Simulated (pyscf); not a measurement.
PySCF, gas phase, ωB97X-D3(BJ)/def2-SVP geometries. MP2 and CC: frozen core, UHF for open shells. ΔMP2 is the change of the MP2 total energy from the triple- to the quadruple-zeta basis.

### Question
Estimate the classical barrier height and the reaction energy of `[Cl][Ga]1[CH2][CH2]1` → `[Cl][Ga]` [singlet] + `[CH2]=[CH2]` at CCSD(T)/def2-TZVPP + ΔMP2(QZVPP). The step runs on the singlet surface, breaks C–Ga, C–Ga and forms none; take the reactant's lowest minimum found as zero.

### Answer
ΔE‡ = 1.24 eV, ΔE = -1.29 eV. Zero-point energy shifts the barrier by -0.03 eV. It is a cycloreversion, with an imaginary mode of 662i cm⁻¹. On the product side the descent ends in a complex (not fully relaxed), 0.22 eV under the separated species and 3.08 eV under the saddle at ωB97X-D3(BJ)/def2-TZVP. At ωB97X-D3(BJ)/def2-TZVP the barrier from the zero used here is 1.64 eV. cyclic C₂H₄ClGa (SMILES [Cl][Ga]1[CH2][CH2]1) lies 1.30 eV over its isomer H₂C=CH–GaH–Cl (electronic energy, ωB97M-D3(BJ)/def2-TZVP). One saddle was located; it need not be the lowest between these sides. One closed-shell reference is unstable to symmetry breaking; treat the single-reference values with care. The CCSD(T) − MP2 part came from Ansatz, without density fitting, on the same reference. The frozen core leaves the outer d or s,p core shells of the metals and heavy elements correlated in the MP2 and CC values, and def2-TZVPP describes them poorly, which can shift differences by a few kcal/mol. Elements up to Kr have no core potential and no relativistic terms here.
